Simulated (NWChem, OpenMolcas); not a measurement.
## Heat of formation of SiH2 (SMILES [SiH2]) from total energies

The species is SiH2 (3 atoms), meant as a singlet with charge 0. SMILES: `[SiH2]`. The shape is that of a PBE0-D4/def2-TZVP optimisation.

```xyz
3

Si   -0.4912    0.4686   -0.2136
H     0.8403    0.5786    0.5225
H    -0.3491   -1.0472   -0.3089
```

Total energies at r2SCAN/aug-cc-pVTZ (OpenMolcas 26.06); the atoms run unrestricted:

```
species    state  energy (Eh)
   SiH2  singlet  -290.582620
     Si  triplet  -289.346485
      H  doublet    -0.499998
```

Harmonic wavenumbers at B3LYP-D3(BJ)/6-311G**, in cm⁻¹: 1024, 2033, 2034.

Measured heats of formation of the gaseous atoms at 298.15 K, in kJ/mol: Si 450.0, H 218.0. Spin-orbit lowering of the atoms at 298 K (mean of the ground term's levels less their thermal mean, from spectra), in kJ/mol: Si 0.44. Take 1 Eh = 2625.50 kJ/mol, 1 cm⁻¹ = 0.0119627 kJ/mol, RT = 2.479 kJ/mol.

Q: Work out the heat of formation of the gas at 298 K.

A: 
1. Electronic atomisation energy: (-289.346485) + 2 × (-0.499998) − (-290.582620) = 0.236139 Eh = 620.0 kJ/mol.
2. Zero-point energy: half the sum of the wavenumbers, 2545.5 cm⁻¹ = 30.5 kJ/mol.
3. Thermal vibrational enthalpy, Σ hcν̃/(exp(hcν̃/kT) − 1): 0.1 kJ/mol. Translation, rotation and pV of a non-linear molecule: 4 RT = 9.9 kJ/mol.
4. The 3 free atoms carry 5/2 RT each: 18.6 kJ/mol.
5. Spin-orbit coupling lowers the free atoms by 0.44 = 0.4 kJ/mol.
6. Atomisation enthalpy at 298 K: 620.0 − 0.4 − 30.5 − 0.1 − 9.9 + 18.6 = 597.7 kJ/mol.
7. Sum of the atoms' heats of formation: 886.0 kJ/mol. Heat of formation: 886.0 − 597.7 = +288.3 kJ/mol.

No measured value is set beside it here. Anharmonicity and any spin-orbit splitting of the molecule are left out.
